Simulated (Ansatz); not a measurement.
## Elastic constant C13 of 2H WS2 at several levels of theory

No measured value is used here.

| level (code) | value (GPa) | cell (Å³/atom) |
|---|---|---|
| LDA (Ansatz) | 10.4 | 17.16 |
| PBE (Ansatz) | 0.54 | 21.83 |
| PBE-D3(BJ)+SOC (Ansatz) | 10.4 | 17.42 |
| PBE-D4 (Ansatz) | 10.5 | 17.53 |
| r²SCAN (Ansatz) | … | 19.10 |
| r²SCAN+rVV10 (Ansatz) | 9.97 | 18.12 |
| HSE06-D3(BJ) (Ansatz) | … | 16.76 |

Task: Some entries are withheld; supply them.

Result: 
- r²SCAN (Ansatz, a program for electronic structure), value (GPa): 4.14
- HSE06-D3(BJ) (Ansatz), value (GPa): 13.3

The crystal itself was run without spin with LDA, PBE, PBE-D4, r²SCAN, r²SCAN+rVV10, HSE06-D3(BJ); a magnetic state was not tried in these runs. Density-functional levels without +SOC have no spin–orbit coupling. LDA: LDA has no dispersion term either, though it tends to give short spacings of layers, chains or molecules. PBE, r²SCAN: the cell comes from a level without a dispersion term, which matters for the spacing of layers, chains or molecules. PBE-D4, HSE06-D3(BJ): the dispersion coefficients are held fixed in the derivatives. Each level is taken at its own relaxed cell. Cutoffs and k meshes differ between the levels. Ansatz's density-functional and Hartree–Fock values are scalar-relativistic unless marked +SOC, with PAW data made under PBE.
